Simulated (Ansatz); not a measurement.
The input, for Ansatz 0.2.0:

```yaml
crystal:
  periodic: [false, false, false]
  atoms:
    - {symbol: Si, position_ang: [0.000000, 0.000000, 0.000000]}
    - {symbol: Cl, position_ang: [0.000000, 0.000000, 1.866000]}
basis:
  gaussian: {orbitals: 6-31G}
magnetization: {spin_polarized: false, initial_magnetization: 3}
correlation: {method: fic_mrcisd_q, electrons: outside_noble_gas, active_space: {window: {electrons: 5, orbitals: 5}}}
```

```sh
$ ansatz run in.yaml --threads 1 --pin off --events-out ev --progress --plain --max-ram 2393MiB
```

Output:

```
280 factors; integrals over basis functions are off by at most 1.0e-4 eV
mean field evaluation 1: about -20359.1009 eV, gradient 9.0e0 eV
mean field evaluation 2: about -20359.1051 eV, gradient 9.1e0 eV
mean field evaluation 4: about -20360.2554 eV, gradient 9.6e-1 eV
mean field evaluation 8: about -20360.2781 eV, gradient 4.6e-4 eV
mean field -20360.27810090 eV, -748.2264195160 hartree, gradient 2.6e-6 eV, S^2 3.750000; 0 other end points of the search recorded, 0 dependent functions left out
reference -20360.27810090 eV, -748.2264195160 hartree; 17, 14 occupied and 9, 12 virtual orbitals, 280 factors
state -20360.53817354 eV, -748.2359770092 hartree
contracted CI cycle   1: correlation 0.00000000 eV, 0.0000000000 hartree, residual 8.58e0 eV
contracted CI cycle   2: correlation -1.32488683 eV, -0.0486886928 hartree, residual 1.53e0 eV
contracted CI cycle   3: correlation -1.38631917 eV, -0.0509462899 hartree, residual 4.07e-1 eV
contracted CI cycle   4: correlation -1.39070177 eV, -0.0511073474 hartree, residual 1.24e-1 eV
contracted CI cycle   5: correlation -1.39117479 eV, -0.0511247306 hartree, residual 3.39e-2 eV
contracted CI cycle   6: correlation -1.39120710 eV, -0.0511259179 hartree, residual 9.76e-3 eV
contracted CI cycle   7: correlation -1.39120951 eV, -0.0511260064 hartree, residual 2.73e-3 eV
contracted CI cycle   8: correlation -1.39120973 eV, -0.0511260147 hartree, residual 9.51e-4 eV
state -20360.53817354 eV, -748.2359770092 hartree; corrected -20361.97428740 eV, -748.2887532200 hartree
Total energy: -20361.97428740 eV, -748.2887532200 hartree
```

Natural occupations: 1.9855 1.0016 1.0000 1.0000 0.0128.

For the same geometry and basis full CI lies 20.5 meV lower.

Ran on 1 thread of Arm Neoverse N1, shared host: 1.4 s wall, 0.08 GiB peak host memory.
